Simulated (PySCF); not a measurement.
# Li···Na+···Li: magnetic exchange

Aim: compute the magnetic exchange of Li···Na+···Li.

Programs: PySCF 2.14.0, with routines of our own; each step states its level. All values are computed. Atoms count from 0.

## 1. The system as given

3 atoms, charge 1, high-spin multiplicity 3; geometry from: GFN2-xTB fragments, placed rigidly.

The system (radical pair across a spacer): Li···Na+···Li. The radical centres are 11.76 Å apart; the spin sites are atom 0 (1 unpaired) and atom 1 (1 unpaired).

## 2. Magnetic exchange: CASSCF and SC-NEVPT2/def2-TZVP (2,2)

Job settings and geometry (Å):

```
{"job": {"kind": "cas", "basis": "def2-TZVP", "active": "magnetic", "zfs": true}, "charge": 1, "high_spin_multiplicity": 3, "spin_sites": [[[0], 1], [[1], 1]]}
Li     0.000000     0.000000    -5.880000
Li     0.000000     0.000000     5.880000
Na     0.000000     0.000000     0.000000
```

Level: CASSCF and SC-NEVPT2/def2-TZVP spin states, gas phase.

The run is started by

```console
$ OMP_NUM_THREADS=1 python exch_run.py task.json out
```

One launch serves the whole session: the jobs run in the order shown.

The log of the run:

```text
start orbitals: natural orbitals of the high-spin HF determinant (converged)
active space: 2 electrons in 2 orbitals, 7 closed; orbitals optimised for multiplicities 3 1
macro   0  E = -176.5529798933  dE =  0.000e+00  |g| = 7.710e-03
macro   1  E = -176.5530792213  dE = -9.933e-05  |g| = 3.083e-03
macro   2  E = -176.5531023772  dE = -2.316e-05  |g| = 1.154e-03
macro   3  E = -176.5531043500  dE = -1.973e-06  |g| = 6.104e-04
macro   4  E = -176.5531051092  dE = -7.592e-07  |g| = 2.318e-04
macro   5  E = -176.5531051702  dE = -6.104e-08  |g| = 1.186e-04
CASSCF converged, mean energy = -176.5531051702
2S+1 = 3  root 0  E(CAS) = -176.55320059  E(NEVPT2) = -176.77230219  occupations 1.000 1.000
2S+1 = 1  root 0  E(CAS) = -176.55300975  E(NEVPT2) = -176.77244448  occupations 1.138 0.862
2S+1 = 1  root 1  E(CAS) = -176.39548600  E(NEVPT2) = -177.42099374  occupations 1.000 1.000
2S+1 = 1  root 2  E(CAS) = -176.39377281  E(NEVPT2) = -176.27362200  occupations 1.138 0.862
D(spin-spin) = -0.0042 cm-1, E/D = 0.000
D(spin-orbit) = -0.0000 cm-1, D(total) = -0.0042 cm-1, E/D = 0.000
```

It took 1.1 s on 1 thread of Arm Neoverse N1, shared host.

J and the spin gap of this run are not to be taken as properties: root 1 of multiplicity 1 falls 407 kcal/mol below the states compared once NEVPT2 is added, which no real state does: the perturbation step broke down.

Mulliken spin populations of the high-spin state:

```csv
atom,value (e)
Li0,0.83
Li1,0.83
Na2,0.33
```

## 3. Magnetic exchange: HF/def2-TZVP

Job settings and geometry (Å):

```
{"job": {"kind": "bs", "xc": "HF", "basis": "def2-TZVP", "rks": true}, "charge": 1, "high_spin_multiplicity": 3, "spin_sites": [[[0], 1], [[1], 1]]}
Li     0.000000     0.000000    -5.880000
Li     0.000000     0.000000     5.880000
Na     0.000000     0.000000     0.000000
```

With the program's defaults for keys left out, this is: HF/def2-TZVP high-spin, broken-symmetry and restricted single points, gas phase.

The log of the run:

```text
high-spin state, multiplicity 3
final grid: 33016 points
cycle   1  E = -176.5388563680  dE =  5.835e-03  |g| = 4.223e-02  |ddm| = 8.745e-01
cycle   2  E = -176.5477359446  dE = -8.880e-03  |g| = 2.247e-02  |ddm| = 2.999e-01
cycle   3  E = -176.5511370732  dE = -3.401e-03  |g| = 1.329e-02  |ddm| = 1.493e-01
cycle   4  E = -176.5527960406  dE = -1.659e-03  |g| = 6.380e-03  |ddm| = 1.148e-01
cycle   5  E = -176.5532749855  dE = -4.789e-04  |g| = 1.656e-03  |ddm| = 7.583e-02
cycle   6  E = -176.5533069123  dE = -3.193e-05  |g| = 2.256e-04  |ddm| = 2.459e-02
cycle   7  E = -176.5533074740  dE = -5.617e-07  |g| = 1.004e-04  |ddm| = 2.143e-03
cycle   8  E = -176.5533076454  dE = -1.714e-07  |g| = 3.909e-05  |ddm| = 1.324e-03
cycle   9  E = -176.5533076712  dE = -2.579e-08  |g| = 5.532e-06  |ddm| = 6.641e-04
cycle  10  E = -176.5533076716  dE = -3.339e-10  |g| = 1.553e-06  |ddm| = 8.703e-05
converged SCF energy = -176.5533076716

broken-symmetry state, M_S = 0, start: spins of the second site flipped
final grid: 33016 points
cycle   1  E = -176.5530890759  dE = -6.205e-04  |g| = 4.091e-03  |ddm| = 4.245e-02
cycle   2  E = -176.5531276939  dE = -3.862e-05  |g| = 1.274e-03  |ddm| = 1.167e-02
cycle   3  E = -176.5531319442  dE = -4.250e-06  |g| = 2.129e-04  |ddm| = 5.712e-03
cycle   4  E = -176.5531324542  dE = -5.100e-07  |g| = 8.178e-05  |ddm| = 1.962e-03
cycle   5  E = -176.5531325517  dE = -9.745e-08  |g| = 2.685e-05  |ddm| = 9.849e-04
cycle   6  E = -176.5531325602  dE = -8.536e-09  |g| = 6.055e-06  |ddm| = 3.490e-04
converged SCF energy = -176.5531325602

<S^2> high spin = 2.0000, broken symmetry = 0.9952
E(HS) - E(BS) = -38.43 cm-1
J_noodleman = 38.43 cm-1
J_unprojected = 19.22 cm-1
J_yamaguchi = 38.25 cm-1

restricted closed-shell singlet
final grid: 33016 points
cycle   1  E = -176.5015939282  dE = -1.432e-02  |g| = 1.722e-02  |ddm| = 4.596e-01
cycle   2  E = -176.5023655707  dE = -7.716e-04  |g| = 5.912e-03  |ddm| = 1.146e-01
cycle   3  E = -176.5024542476  dE = -8.868e-05  |g| = 1.460e-03  |ddm| = 5.877e-02
cycle   4  E = -176.5024583421  dE = -4.094e-06  |g| = 3.254e-04  |ddm| = 1.522e-02
cycle   5  E = -176.5024585145  dE = -1.724e-07  |g| = 4.570e-05  |ddm| = 3.744e-03
cycle   6  E = -176.5024585159  dE = -1.390e-09  |g| = 2.455e-06  |ddm| = 2.438e-04
converged SCF energy = -176.5024585159
```

It took 0.4 s on 1 thread of Arm Neoverse N1, shared host.

In short:

```csv
quantity,value
J (Yamaguchi),38 cm⁻¹
"low less high spin, projected",0.2 kcal/mol
closed shell less high spin (no spin gap: the broken-symmetry state lies far lower),31.9 kcal/mol
```

## 4. Magnetic exchange: CAM-B3LYP/def2-TZVP

Job settings and geometry (Å):

```
{"job": {"kind": "bs", "xc": "CAM-B3LYP", "grid": 1, "basis": "def2-TZVP", "rks": true}, "charge": 1, "high_spin_multiplicity": 3, "spin_sites": [[[0], 1], [[1], 1]]}
Li     0.000000     0.000000    -5.880000
Li     0.000000     0.000000     5.880000
Na     0.000000     0.000000     0.000000
```

Level: CAM-B3LYP/def2-TZVP high-spin, broken-symmetry and restricted single points, gas phase.

The log of the run:

```text
high-spin state, multiplicity 3
final grid: 16280 points
cycle   1  E = -177.0343506959  dE = -7.420e-03  |g| = 3.099e-02  |ddm| = 2.171e-01
cycle   2  E = -177.0352834740  dE = -9.328e-04  |g| = 1.944e-02  |ddm| = 1.156e-01
cycle   3  E = -177.0355295133  dE = -2.460e-04  |g| = 3.529e-03  |ddm| = 3.332e-02
cycle   4  E = -177.0356966483  dE = -1.671e-04  |g| = 1.571e-03  |ddm| = 5.413e-02
cycle   5  E = -177.0357347150  dE = -3.807e-05  |g| = 4.152e-04  |ddm| = 3.071e-02
cycle   6  E = -177.0357366563  dE = -1.941e-06  |g| = 8.121e-05  |ddm| = 5.270e-03
cycle   7  E = -177.0357367067  dE = -5.042e-08  |g| = 2.110e-05  |ddm| = 6.916e-04
cycle   8  E = -177.0357367105  dE = -3.790e-09  |g| = 3.803e-06  |ddm| = 2.066e-04
converged SCF energy = -177.0357367105

broken-symmetry state, M_S = 0, start: spins of the second site flipped
final grid: 16280 points
cycle   1  E = -177.0360133091  dE = -2.670e-03  |g| = 5.181e-03  |ddm| = 1.229e-01
cycle   2  E = -177.0362664459  dE = -2.531e-04  |g| = 1.596e-03  |ddm| = 3.867e-02
cycle   3  E = -177.0362927238  dE = -2.628e-05  |g| = 4.856e-04  |ddm| = 1.430e-02
cycle   4  E = -177.0362931134  dE = -3.896e-07  |g| = 1.285e-04  |ddm| = 1.075e-03
cycle   5  E = -177.0362932540  dE = -1.406e-07  |g| = 4.352e-05  |ddm| = 9.565e-04
cycle   6  E = -177.0362932703  dE = -1.637e-08  |g| = 1.147e-05  |ddm| = 3.636e-04
cycle   7  E = -177.0362932712  dE = -8.161e-10  |g| = 3.441e-06  |ddm| = 7.862e-05
converged SCF energy = -177.0362932712

<S^2> high spin = 2.0000, broken symmetry = 0.9470
E(HS) - E(BS) = 122.15 cm-1
J_noodleman = -122.15 cm-1
J_unprojected = -61.08 cm-1
J_yamaguchi = -116.00 cm-1

restricted closed-shell singlet
final grid: 16280 points
cycle   1  E = -177.0146638298  dE = -1.208e-03  |g| = 1.575e-02  |ddm| = 2.921e-01
cycle   2  E = -177.0147834136  dE = -1.196e-04  |g| = 1.101e-02  |ddm| = 6.251e-02
cycle   3  E = -177.0148152669  dE = -3.185e-05  |g| = 1.057e-03  |ddm| = 2.535e-02
cycle   4  E = -177.0148180653  dE = -2.798e-06  |g| = 2.238e-04  |ddm| = 1.556e-02
cycle   5  E = -177.0148181668  dE = -1.015e-07  |g| = 4.191e-05  |ddm| = 1.423e-03
cycle   6  E = -177.0148181710  dE = -4.214e-09  |g| = 4.561e-06  |ddm| = 4.986e-04
converged SCF energy = -177.0148181710
```

Wall time 2.7 s (1 thread of Arm Neoverse N1, shared host).

From this job:

```csv
quantity,value
J (Yamaguchi),-116 cm⁻¹
"low less high spin, projected",-0.7 kcal/mol
closed shell less high spin (no spin gap: the broken-symmetry state lies far lower),13.1 kcal/mol
```

## 5. Magnetic exchange: CASSCF and SC-NEVPT2/ANO-RCC-MB, X2C (2,2)

Job settings and geometry (Å):

```
{"job": {"kind": "cas", "basis": "ANO-RCC-MB", "active": "natural", "max": 4, "thr": 0.008, "zfs": false, "x2c": true, "orbitals": "low"}, "charge": 1, "high_spin_multiplicity": 3, "spin_sites": [[[0], 1], [[1], 1]]}
Li     0.000000     0.000000    -5.880000
Li     0.000000     0.000000     5.880000
Na     0.000000     0.000000     0.000000
```

With the program's defaults for keys left out, this is: CASSCF and SC-NEVPT2/ANO-RCC-MB spin states, scalar X2C, gas phase.

The log of the run:

```text
start orbitals: natural orbitals of the high-spin HF determinant (converged)
active space: 2 electrons in 2 orbitals, 7 closed; orbitals optimised for multiplicities 1
macro   0  E = -176.7676000471  dE =  0.000e+00  |g| = 1.416e-02
macro   1  E = -176.7679348679  dE = -3.348e-04  |g| = 4.224e-03
macro   2  E = -176.7679729939  dE = -3.813e-05  |g| = 1.655e-03
macro   3  E = -176.7679794371  dE = -6.443e-06  |g| = 8.472e-04
macro   4  E = -176.7679811391  dE = -1.702e-06  |g| = 2.322e-04
macro   5  E = -176.7679812253  dE = -8.622e-08  |g| = 7.465e-05
CASSCF converged, mean energy = -176.7679812253
2S+1 = 3  root 0  E(CAS) = -176.76813186  E(NEVPT2) = -176.76866086  occupations 1.000 1.000
2S+1 = 1  root 0  E(CAS) = -176.76798123  E(NEVPT2) = -176.76865085  occupations 1.122 0.878
```

Run time: 0.4 s. Hardware: 1 thread of Arm Neoverse N1, shared host.

J and the spin gap of this run are not to be taken as properties: the orbitals were optimised for multiplicity 1 alone, so the other state lies too high.

## 6. Spin gaps side by side

J for H = −2J S1·S2; the gap is low spin less high spin (projected; unprojected where the broken-symmetry state collapsed; or NEVPT2):

```csv
step,level,geometry,J (cm⁻¹),gap (kcal/mol),time
3,HF/def2-TZVP,one,38,0.2,0.4 s
4,CAM-B3LYP/def2-TZVP,one,-116,-0.7,2.7 s
```

## 7. Results

| quantity | value |
| --- | --- |
| J | -116 (CAM-B3LYP/def2-TZVP) to 38 cm⁻¹ (HF/def2-TZVP) |

Step 2 is set aside for J and the spin gap: root 1 of multiplicity 1 falls 407 kcal/mol below the states compared once NEVPT2 is added, which no real state does: the perturbation step broke down. Step 5 is set aside for J and the spin gap: the orbitals were optimised for multiplicity 1 alone, so the other state lies too high. The levels with a meaningful J disagree on its sign, from -116 to 38 cm⁻¹.
